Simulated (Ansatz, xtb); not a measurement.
Homolysis of single bonds, series B OH-I. All species are isolated molecules in the gas phase. One relaxed conformer stands for each flexible species; it need not be the lowest. Strings in code marks are SMILES.

Quantity: homolytic bond dissociation enthalpy at 298 K (no spin–orbit term), in kcal/mol. Enthalpy corrections at 298 K come from GFN2-xTB frequencies (xtb).

A: B–I bond of `OB(O)I` (H–O–B–I torsion -180°, I–B–O–H torsion 180°), giving `O[B]O` (H–O–B–O torsion 0°, O–B–O–H torsion 180°) and `[I]`
B: O–B bond of `OB(O)I` (H–O–B–I torsion -180°, I–B–O–H torsion 180°), giving `O[B]I` (H–O–B–I torsion 0°) and `[OH]`
C: O–B bond of `OB(O)O`, giving `O[B]O` (H–O–B–O torsion 0°, O–B–O–H torsion 180°) and `[OH]`
D: O–B bond of `OB(I)I` (H–O–B–I torsion 0°), giving `I[B]I` and `[OH]`
E: B–I bond of `OB(I)I` (H–O–B–I torsion 0°), giving `O[B]I` (H–O–B–I torsion 0°) and `[I]`

Q: Order them by homolytic bond dissociation enthalpy at 298 K (no spin–orbit term) (lowest first) at the level frozen-core MP2/def2-TZVPP // CAM-B3LYP-D3(BJ)/def2-TZVP (Ansatz, a quantum-chemistry and plane-wave program).

A: A (89.1 kcal/mol), E (91.3 kcal/mol), B (146.6 kcal/mol), D (149.9 kcal/mol), C (153.2 kcal/mol)
